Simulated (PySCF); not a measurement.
C2F3N.
Numbering: `[C-:1]#[N+:2][C:3]([F:4])([F:5])[F:6]`

Lines to be assigned: C 1s: 294.29 (area 1), 301.11 (area 1) eV; N 1s: 407.96 eV; F 1s: 695.27 eV.

Computed, not measured: PySCF 2.14.0, delta-SCF UKS SCAN, pcX-2 on the ionised atom, pcseg-1 elsewhere, spin-free X2C. Geometry: PBE0-D3(BJ)/def2-SVP; no solvent, vibrations or thermal averaging.

Question: Which carbon gives which C 1s line?

Answer: 294.29 eV: C1 (isocyanide carbon); 301.11 eV: C3 (CF3 carbon). Lowest listed C 1s: C1, bonded to N (triple bond). Highest, 6.82 eV above it: C3, bonded to 3 F and N.

Bonded neighbours of each site: C1: N (triple bond); N2: C (triple bond) and C; C3: 3 F and N; F4/F5/F6: C.

Question: Which photon energy gives electrons from C 1s of C3 a kinetic energy of 200 eV, and what is their de Broglie wavelength?

Answer: hν = 301.11 + 200 = 501.11 eV, recoil neglected; λ = 12.264 Å/√(E/eV) = 0.87 Å.

The first atom of each set that the bonding makes equivalent was ionised and stands for the set. The unrestricted hole states depart most from a pure doublet (⟨S²⟩ = 0.75; over 0.85 named) for C 1s of C1 (0.89), which makes this value less certain.

Time: 11 s of wall time. Hardware: x86-64 server, one thread (shared host).
